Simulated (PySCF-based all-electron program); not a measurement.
**Forces on SiBH5, singlet by several functionals**

Calculated with an in-house all-electron program built on PySCF, in large uncontracted Gaussian sets near the basis limit; the spin-free Dirac equation, no spin–orbit coupling, spin-restricted. Forces are good to about 0.014 eV/Å. In part, the full relativistic part was added along one bond alone. Atoms are numbered as listed.

| atom | x (Å) | y (Å) | z (Å) |
| --- | --- | --- | --- |
| Si | 0.0000 | 0.0000 | 0.0000 |
| B | 0.0000 | 0.0000 | 2.0080 |
| H | 0.0000 | 1.0281 | 2.6307 |
| H | 0.0000 | -1.0281 | 2.6307 |
| H | 1.4622 | 0.0000 | -0.3646 |
| H | -0.6189 | 1.2147 | -0.6184 |
| H | -0.6189 | -1.2147 | -0.6184 |

PBE forces:

| atom | Fx | Fy | Fz (eV/Å) |
| --- | --- | --- | --- |
| Si1 | 0.048 | 0.000 | -0.003 |
| B2 | -0.206 | 0.000 | 0.026 |
| H3 | 0.072 | -0.035 | -0.017 |
| H4 | 0.072 | 0.035 | -0.017 |
| H5 | -0.035 | 0.000 | -0.023 |
| H6 | 0.025 | -0.012 | 0.017 |
| H7 | 0.025 | 0.012 | 0.017 |

Problem. What forces does PBE0 give?

Solution. The forces move by 0.164 eV/Å (r.m.s. over the atoms) from PBE.

| atom | Fx | Fy | Fz (eV/Å) |
| --- | --- | --- | --- |
| Si1 | 0.143 | 0.000 | -0.182 |
| B2 | -0.241 | 0.000 | 0.151 |
| H3 | 0.076 | -0.161 | -0.092 |
| H4 | 0.076 | 0.161 | -0.092 |
| H5 | -0.205 | 0.000 | 0.015 |
| H6 | 0.076 | -0.148 | 0.100 |
| H7 | 0.076 | 0.148 | 0.100 |
